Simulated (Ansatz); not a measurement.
A run of Ansatz (development build ahead of 0.2.0) on singlet CH4O at this shape:

```xyz
6

C    -0.0099   -0.0206   -0.6280
O    -0.0608   -0.0736    0.7598
H    -0.0077   -1.0539   -1.0467
H    -0.8778    0.4685   -1.0031
H     0.8725    0.4384   -1.1209
H     0.0139    0.8547    1.0820
```

Its results:

- Converged: yes
- Reference energy: -114.98005 hartree
- Correlation energy: -0.21567 hartree
- Total energy: -115.19572 hartree
- Spin squared of the determinant: 0.000

Question: Which input gives this output? Name the method, the orbitals and the basis set, and write the input.

Answer: RHF-MP2 in 6-31G. An unrestricted run that stays on the closed shell gives the same numbers.

```yaml
crystal:
  periodic: [false, false, false]
  atoms:
    - { symbol: C, position_ang: [-0.00989, -0.0206, -0.62797] }
    - { symbol: O, position_ang: [-0.06077, -0.07356, 0.75983] }
    - { symbol: H, position_ang: [-0.00772, -1.05387, -1.04665] }
    - { symbol: H, position_ang: [-0.87783, 0.46853, -1.00313] }
    - { symbol: H, position_ang: [0.87249, 0.43835, -1.12089] }
    - { symbol: H, position_ang: [0.01391, 0.85465, 1.082] }
basis:
  gaussian: { orbitals: "6-31G" }
hamiltonian:
  xc: hf
correlation:
  method: mp2
  frozen_orbitals: { C: 1, H: 0, O: 1 }
```
